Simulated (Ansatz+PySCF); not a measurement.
## Stretching singlet NH₃

```xyz
4

N     0.0000    0.0000    0.1216
H     0.8423    0.0000   -0.2432
H    -0.4679    0.8105   -0.2837
H    -0.4679   -0.8105   -0.2837
```

Atom 2 moves along the N1–H2 line while the others stay.

Basis set: 6-31G (spherical functions). Left uncorrelated: 1 orbital. Charge 0, multiplicity 1.

Computed with Ansatz (development build ahead of 0.2.0), each point on the determinant that the search for low states chose. Each curve is measured from its own lowest point listed.

| r(N1–H2) (Å) | UHF (eV) | PBE0 (restricted) (eV) | PBE0 (unrestricted) (eV) |
| --- | --- | --- | --- |
| 0.918 | 0.143 | 0.248 | 0.248 |
| 1.071 | 0.000 | 0.000 | 0.000 |
| 1.224 | 0.649 | 0.543 | 0.543 |
| 1.377 | 1.554 | 1.346 | 1.346 |
| 1.530 | 2.446 | 2.190 | 2.190 |
| 1.683 | 2.943 | 2.990 | 2.990 |
| 1.785 | 3.121 | 3.483 | 3.470 |
| 1.938 | 3.269 | 4.154 | 3.958 |
| 2.091 | 3.339 | 4.738 | 4.248 |
| 2.244 | 3.373 | 5.241 | 4.419 |
| 2.397 | 3.389 | 5.668 | 4.522 |
| 2.550 | 3.397 | 6.028 | 4.584 |

**Question.** Give the RHF-MP2 curve at the same distances.

**Answer.**

```tsv
r (Å)	E (eV)
0.918	0.274
1.071	0.000
1.224	0.526
1.377	1.310
1.530	2.131
1.683	2.901
1.785	3.370
1.938	3.993
2.091	4.518
2.244	4.942
2.397	5.270
2.550	5.506
```

**Question.** Where does unrestricted Hartree–Fock leave the restricted solution?

**Answer.** Between 1.428 and 1.479 Å; <S²> reaches 0.98 at 2.55 Å.

Caution for UHF at some points, PBE0 (unrestricted) at some points: the unrestricted determinant is a mixture of spin states. Caution for RHF-MP2 at some points: bonds are stretched, where a single reference can fail; large amplitudes, a single reference is doubtful. Caution for RHF-MP2 at some points, PBE0 (restricted) at some points: an unrestricted determinant lies well below. Caution for PBE0 (restricted) at some points, PBE0 (unrestricted) at some points: charge can spread falsely over distant fragments.
